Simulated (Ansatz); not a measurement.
# AlNH4 (triplet): wave-function methods side by side at distance Al1–H4 along a hydrogen transfer = 2.145 Å, cc-pVDZ

One table from this session's results is given with a row withheld; the runs are named, their logs left out.

Method: cc-pVDZ, core rule «outside noble gas», up to 6 orbitals frozen; program: Ansatz 0.2.0, Gaussian basis.

Plan: UHF; CCSD(T) on ROHF; CCSD(T) on UHF; BCCD(T) on ROHF; CISD; CCSDT(Q) on ROHF; CCSDT(Q) on UHF; CASSCF and MRCISD+Q, 4 electrons in 4 orbitals; CASSCF and NEVPT2, 4 electrons in 4 orbitals.

5 further runs of the same task are left out: 3 that didn't finish, 2 set aside as unsound or not needed.

### The system

The geometry derives from fragments relaxed apart (PBE0/def2-TZVP) and kept rigid, so it is no stationary point. A hydrogen atom is moved between rigid fragments.

6 atoms, charge 0, spin multiplicity 3.

Atoms are counted from 1 here; the program's logs count them from 0.

Bond lengths: Al1–H2 1.586 Å, Al1–H3 1.586 Å, H4–N5 1.263 Å, N5–H6 1.040 Å. Angles: H2–Al1–H3 120.0°, H4–N5–H6 105.0°.

Set-up of the first run:

The input, in.yaml:

```yaml
crystal:
  periodic: [false, false, false]
  atoms:
    - {symbol: Al, position_ang: [-1.155147, 0.022483, 0.000000]}
    - {symbol: H, position_ang: [-1.948070, 1.395868, 0.000000]}
    - {symbol: H, position_ang: [-1.948071, -1.350901, 0.000000]}
    - {symbol: H, position_ang: [0.989853, 0.022483, 0.000000]}
    - {symbol: N, position_ang: [2.252853, 0.022483, 0.000000]}
    - {symbol: H, position_ang: [2.521935, -0.981743, 0.000000]}
basis:
  gaussian: {orbitals: cc-pVDZ}
magnetization: {spin_polarized: true, initial_magnetization: 2}
hamiltonian: {xc: hf}
output: {orbitals: {seedname: orbitals}}
```

Launch:

```bash
> ansatz run in.yaml --threads 1 --pin off --events-out ev --progress --plain --max-ram 2393MiB
```

Steps of the session up to this table: UHF; CCSD(T) on ROHF; CCSD(T) on UHF; BCCD(T) on ROHF; CISD; CCSDT(Q) on ROHF; CCSDT(Q) on UHF; CASSCF and MRCISD+Q, 4 electrons in 4 orbitals; CASSCF and NEVPT2, 4 electrons in 4 orbitals.

One of the session's tables, all rows but one given; the rest of the session is left out.

```
       method  from UCCSDT(Q) (meV)
         ROHF               +7243.7
          UHF               +6909.8
         RMP2               +1266.3
         UMP2               +1324.0
         CISD                +742.8
        RCCSD                +181.0
        UCCSD                +174.3
     RCCSD(T)                 +38.0
     UCCSD(T)                 +38.8
      BCCD(T)                 +38.6
       RCCSDT                 +11.3
       UCCSDT                 +10.1
    RCCSDT(Q)                  +0.8
    UCCSDT(Q)                     0
  CASSCF pair               +6420.6
  NEVPT2 pair                     ?
  MRCISD pair                +605.7
MRCISD+Q pair                 +62.5
```

Estimate the missing values for NEVPT2 pair.

The run gave: from UCCSDT(Q) (meV): +1195.4. In the column «from UCCSDT(Q) (meV)» it lies between CISD (+742.8) and RMP2 (+1266.3).

Among the levels timed on like hardware and quicker than the yardstick, those that no quicker one beats, quickest first: NEVPT2 pair (2.7 s, +1195.4 meV); UCCSD(T) (3.2 s, +38.8 meV); RCCSD(T) (4.7 s, +38.0 meV).

Limits of these values: Of the multireference levels listed MRCISD+Q pair comes nearest in total energy (+62.5 meV), which doesn't show that its space is the better one. Restricted and unrestricted rows rest on different reference determinants; where their highest levels disagree by more than a few hundredths of an eV, they describe different states and don't form one ladder.
